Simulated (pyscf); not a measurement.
Homolytic dissociation enthalpies at 298 K of Ge–H, H–Si, H–Sn bonds in 8 gas-phase molecules, in kcal/mol. Optimised with ωB97X-D3(BJ)/def2-SVP in PySCF. Correlated levels are frozen-core, on RHF or UHF. ΔMP2 is the change of the MP2 total energy from the triple- to the quadruple-zeta basis. Both columns use the same structures and thermal terms. Rows were drawn at random from the closed-shell molecules with such a bond whose radicals are computed, keep their shape and have no isomer in the data more than 5 kcal/mol lower.

| row | molecule | radicals | PBE/def2-TZVP | CCSD(T)/def2-TZVPP + ΔMP2(QZVPP) |
|---|---|---|---|---|
| 1 | Br–SiH₂–Br | Br–SiH•–Br + H• | 82.2 | 90.3 |
| 2 | HO–SnH₂–OH | HO–SnH•–OH + H• | 66.2 | 75.2 |
| 3 | H₃Si–BiH₂ | •H₂Si–BiH₂ + H• | 83.2 | 88.8 |
| 4 | HO–SiH(OH)–F | HO–Si•(OH)–F + H• | 90.7 | 99.2 |
| 5 | Cl–SiH₂–GeH₃ | Cl–SiH₂–GeH₂• + H• | 78.4 | 83.4 |
| 6 | H₃C–SiH₂–CH₃ | H₃C–SiH•–CH₃ + H• | 87.2 | ? |
| 7 | H₃Si–Br | •H₂Si–Br + H• | 84.3 | 91.1 |
| 8 | F–SiH(F)–SiH₃ | F–Si•(F)–SiH₃ + H• | 84.6 | 92.8 |

Problem. Fit a line that carries the PBE values to the last column and predict row 6.

Solution. In the 7 complete rows the last column lies 5.0 to 9.0 kcal/mol from PBE (mean 7.3, median 8.1). Least squares gives y = 9.8 + 0.97·x with residuals of 1.4 kcal/mol (root mean square). For row 6: 9.8 + 0.97 × 87.2 = 94.4 kcal/mol. The computed value is 93.5 kcal/mol, 0.9 under the line. The CCSD(T) − MP2 part came from Ansatz, without density fitting, on the same reference. The frozen core leaves the outer d or s,p core shells of the metals and heavy elements correlated in the MP2 and CC values, and def2-TZVPP describes them poorly, which can shift differences by a few kcal/mol. Elements up to Kr have no core potential and no relativistic terms here. Elements past Kr carry the def2 core potentials, without spin-orbit coupling.
